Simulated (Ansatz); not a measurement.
Born–Oppenheimer molecular dynamics of AlH₄NO (7 atoms, charge 0, multiplicity 1). It starts from a relaxed structure.

These are results of Ansatz 0.2.0, RKS B3LYP-D4/def2-SVP, not measurements.

```
ensemble        : NVT, Langevin thermostat
time step       : 1 fs
steps asked     : 166
set temperature : 200 K
friction        : 0.05 /fs
seed            : 956780
```

First frame:

```xyz
7
Properties=species:S:1:pos:R:3
N -1.148 0.359 -0.570
Al 0.329 0.152 0.379
O 1.317 -1.181 -0.025
H -1.444 -0.251 -1.326
H -1.824 1.104 -0.438
H 0.685 1.168 1.534
H 2.145 -1.419 0.400
```

Q: How far do the bonds stretch over the last three quarters of this one trajectory? (Pairs bonded in most of those frames.)

A: 
```json
{"bond": "N1–Al2", "mean (Å)": "1.777", "spread (Å)": "0.019", "shortest": "1.74", "longest": "1.83"}
{"bond": "N1–H4", "mean (Å)": "1.019", "spread (Å)": "0.020", "shortest": "0.96", "longest": "1.06"}
{"bond": "N1–H5", "mean (Å)": "1.020", "spread (Å)": "0.031", "shortest": "0.95", "longest": "1.08"}
{"bond": "Al2–O3", "mean (Å)": "1.697", "spread (Å)": "0.021", "shortest": "1.66", "longest": "1.74"}
{"bond": "Al2–H6", "mean (Å)": "1.581", "spread (Å)": "0.027", "shortest": "1.52", "longest": "1.63"}
{"bond": "O3–H7", "mean (Å)": "0.959", "spread (Å)": "0.019", "shortest": "0.92", "longest": "1.00"}
```

Mean temperature of the second half: 178 K. The mean temperature of the second half is 11 % below the set value. A run of 0.17 ps of so small a system gives no equilibrium averages.

Run time: 3.6 min on 1 thread of Arm Neoverse V1 (shared host), peak memory 0.1 GiB.
